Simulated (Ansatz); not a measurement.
```yaml
crystal:
  periodic: [false, false, false]
  atoms:
    - {symbol: P, position_ang: [-0.150220, -0.265123, -0.012764]}
    - {symbol: O, position_ang: [1.297144, -0.334291, 0.016229]}
    - {symbol: O, position_ang: [-0.953369, 0.941018, 0.012981]}
    - {symbol: H, position_ang: [-0.840623, -1.483612, -0.071428]}
basis:
  gaussian: {orbitals: def2-TZVP}
hamiltonian: {xc: pbe0}
relax: {f_tol: 0.004, max_steps: 80}
```

```sh
$ ansatz run in.yaml --threads 1 --pin off --events-out ev --progress --plain --max-ram 2176MiB
```

Steps of the relaxation (energy above the last step; positions in Å, forces in eV/Å):

```
4
step 1, 87.6 meV
P    -0.150   -0.265   -0.013    0.656    1.158    0.056
O     1.297   -0.334    0.016    0.214   -0.841   -0.025
O    -0.953    0.941    0.013   -0.832   -0.248   -0.027
H    -0.841   -1.484   -0.071   -0.038   -0.068   -0.003
```

```
4
step 2, 57.8 meV
P    -0.146   -0.257   -0.012    0.571    1.007    0.048
O     1.302   -0.346    0.016    0.042   -0.674   -0.023
O    -0.966    0.939    0.013   -0.599   -0.310   -0.024
H    -0.837   -1.478   -0.071   -0.013   -0.023   -0.001
```

```
4
step 3, 1.1 meV
P    -0.125   -0.221   -0.011   -0.051   -0.090   -0.004
O     1.312   -0.402    0.014    0.191    0.020    0.005
O    -1.019    0.919    0.011   -0.081    0.174    0.005
H    -0.815   -1.438   -0.069   -0.059   -0.104   -0.005
```

```
4
step 4, 0.0 meV
P    -0.126   -0.222   -0.011   -0.014   -0.024    0.002
O     1.314   -0.397    0.014   -0.011   -0.002   -0.002
O    -1.016    0.924    0.011    0.004   -0.011   -0.002
H    -0.819   -1.446   -0.070    0.021    0.037    0.001
```

```
4
step 5, 0.2 meV
P    -0.126   -0.223   -0.007    0.011    0.019   -0.060
O     1.314   -0.398    0.013   -0.012   -0.001    0.022
O    -1.017    0.923    0.009    0.005   -0.011    0.022
H    -0.818   -1.444   -0.071   -0.005   -0.008    0.017
```

```
4
step 6, 0.0 meV
P    -0.126   -0.222   -0.011    0.000    0.000    0.000
O     1.314   -0.398    0.014    0.000    0.000    0.000
O    -1.017    0.923    0.011    0.000    0.000    0.000
H    -0.818   -1.445   -0.070    0.000    0.000    0.000
```

Close pairs at the end: P1–H4 1.406 Å, P1–O3 1.451 Å, P1–O2 1.451 Å.

A stationary point of restricted PBE0 after 6 steps (its stability towards spin polarisation wasn't tested); no frequencies were run, so it isn't proven a minimum. 14 s on 1 thread of Arm Neoverse V1, shared host.
